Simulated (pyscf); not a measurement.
Optimised with ωB97X-D3(BJ)/def2-SVP in PySCF. MP2 and CC: frozen core, UHF for open shells. ΔMP2 is the change of the MP2 total energy from the triple- to the quadruple-zeta basis.

**Question.** Estimate by transition-state theory (the high-pressure limit) the rate constant of HO–CH₂–GeH₃ → GeH₂ [singlet] + H₃C–OH (singlet surface; C–Ge, Ge–H broken, C–H formed) at 600 K, with CCSD(T)/def2-TZVPP + ΔMP2(QZVPP) energies (ideal gas, 1 atm, RRHO with modes under 100 cm⁻¹ raised to 100, one conformer, R ln 2 for chiral ones without a mode under 150 cm⁻¹; no tunnelling).

**Answer.** The electronic barrier is 56.9 kcal/mol and the thermal terms add -1.8, so ΔG‡ = 55.0 kcal/mol. With k_BT/h = 1.25e+13 s⁻¹ and RT = 1.192 kcal/mol, k = 1.1e-07 s⁻¹, a half-life of 6.2e+06 s through this channel alone. Wigner's tunnelling factor for 1161i cm⁻¹ would be 1.32. A shift of 1 kcal/mol in the barrier changes k by a factor 2.3. On the product side the descent ends in a complex, 5.4 kcal/mol under the separated species and 31.6 kcal/mol under the saddle at ωB97X-D3(BJ)/def2-TZVP. At ωB97X-D3(BJ)/def2-TZVP the barrier from the zero used here is 62.9 kcal/mol. One saddle was located; it need not be the lowest between these sides. The CCSD(T) − MP2 part came from Ansatz, without density fitting, on the same reference. The frozen core leaves the outer d or s,p core shells of the metals and heavy elements correlated in the MP2 and CC values, and def2-TZVPP describes them poorly, which can shift differences by a few kcal/mol. Elements up to Kr have no core potential and no relativistic terms here.
